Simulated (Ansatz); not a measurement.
Relaxation of C₂H₆N (9 atoms, charge -1, multiplicity 1), to a largest force component of 0.02 eV/Å in at most 50 steps.

Method: UKS r2SCAN/def2-SVP in Ansatz.

```xyz
9
Properties=species:S:1:pos:R:3
C -0.218 0.820 -0.773
N 0.461 -0.393 -0.646
C 0.309 -0.897 0.646
H -1.348 0.772 -0.578
H -0.098 1.218 -1.791
H 0.126 1.652 -0.060
H -0.774 -1.106 0.967
H 1.053 -1.161 -1.021
H 0.694 -0.217 1.487
```

Q: Where does it end, and by what steps?

A: The forces met the threshold. Limits of this set-up: an anion without diffuse functions, the dipole of an ion depends on the origin. After 18 steps the energy has fallen by 1.346 eV; H8 moved furthest, 0.53 Å.

```json
{"step": "0", "energy less start (eV)": "0.0000", "largest force component (eV/Å)": "3.507", "accepted": "yes"}
{"step": "1", "energy less start (eV)": "-0.7269", "largest force component (eV/Å)": "1.507", "accepted": "yes"}
{"step": "2", "energy less start (eV)": "-1.1099", "largest force component (eV/Å)": "1.065", "accepted": "yes"}
{"step": "3", "energy less start (eV)": "-1.1564", "largest force component (eV/Å)": "0.866", "accepted": "yes"}
{"step": "4", "energy less start (eV)": "-1.1740", "largest force component (eV/Å)": "0.323", "accepted": "yes"}
{"step": "5", "energy less start (eV)": "-1.1774", "largest force component (eV/Å)": "0.045", "accepted": "yes"}
{"step": "6", "energy less start (eV)": "-1.1776", "largest force component (eV/Å)": "0.026", "accepted": "yes"}
{"step": "7", "energy less start (eV)": "-1.1784", "largest force component (eV/Å)": "0.114", "accepted": "yes"}
{"step": "8", "energy less start (eV)": "-1.1863", "largest force component (eV/Å)": "0.395", "accepted": "yes"}
{"step": "9", "energy less start (eV)": "-1.2311", "largest force component (eV/Å)": "0.495", "accepted": "yes"}
{"step": "10", "energy less start (eV)": "-1.2807", "largest force component (eV/Å)": "0.449", "accepted": "yes"}
{"step": "11", "energy less start (eV)": "-1.2229", "largest force component (eV/Å)": "2.529", "accepted": "no"}
{"step": "12", "energy less start (eV)": "-1.3222", "largest force component (eV/Å)": "0.331", "accepted": "yes"}
{"step": "13", "energy less start (eV)": "-1.3311", "largest force component (eV/Å)": "0.230", "accepted": "yes"}
{"step": "14", "energy less start (eV)": "-1.3191", "largest force component (eV/Å)": "0.741", "accepted": "no"}
{"step": "15", "energy less start (eV)": "-1.3445", "largest force component (eV/Å)": "0.115", "accepted": "yes"}
{"step": "16", "energy less start (eV)": "-1.3459", "largest force component (eV/Å)": "0.029", "accepted": "yes"}
{"step": "17", "energy less start (eV)": "-1.3459", "largest force component (eV/Å)": "0.119", "accepted": "no"}
{"step": "18", "energy less start (eV)": "-1.3461", "largest force component (eV/Å)": "0.006", "accepted": "yes"}
```

```xyz
9
Properties=species:S:1:pos:R:3
C -0.220 0.781 -0.816
N 0.241 -0.571 -0.620
C 0.290 -1.060 0.776
H -1.289 0.854 -0.526
H -0.139 1.119 -1.884
H 0.302 1.559 -0.183
H -0.789 -1.164 1.086
H 1.173 -0.641 -1.035
H 0.636 -0.188 1.432
```

Whether the end is a true minimum wasn't checked by a vibrational analysis.

Run time: 39 s on 2 threads of Arm Neoverse V2 (shared host), peak memory 0.17 GiB.
